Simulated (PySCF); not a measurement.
Reaction (SMILES): FCF → F[CH-]F + H+
B3LYP-D3(BJ)/def2-TZVP geometries, fixed; electronic energies without zero-point terms.
Largest species:
```xyz
5

C      0.0044     0.0053     0.5043
F     -0.0170     1.1024    -0.3021
F      0.0119    -1.1085    -0.2792
H     -0.9025    -0.0002     1.1113
H      0.9218     0.0234     1.0951
```

Effect of the grid level at PBE/def2-SVP with PySCF, against the last row, where the deprotonation energy is 422.21 kcal/mol. Cost is core time over that of grids.level: 2, rough, on shared machines of one kind; a dash marks a row that isn't timed (too short, read off another run, short of memory, by another algorithm or on other hardware).

| setting | grid points, largest species | largest shift of a total energy (mEh) | shift of the deprotonation energy (kcal/mol) | cost |
|---|---|---|---|---|
| grids.level: 0 | 4504 | 43.994 | 0.215 | - |
| grids.level: 1 | 20728 | 0.010 | -0.013 | 0.7× |
| grids.level: 2 | 45160 | -0.035 | 0.027 | 1× |
| grids.level: 3 | 62264 | -0.034 | 0.027 | 1× |
| grids.level: 4 | 117696 | -0.001 | 0.000 | 2× |
| grids.level: 5 | 177816 | 0.000 | 0.000 | 2× |
| grids.level: 7 | 364832 | 0.000 | 0.000 | 4× |

Within 0.02 kcal/mol in the deprotonation energy: grids.level: 1; grids.level: 4; grids.level: 5. The largest shift is 43.994 mEh in a total energy and 0.215 kcal/mol in the difference.
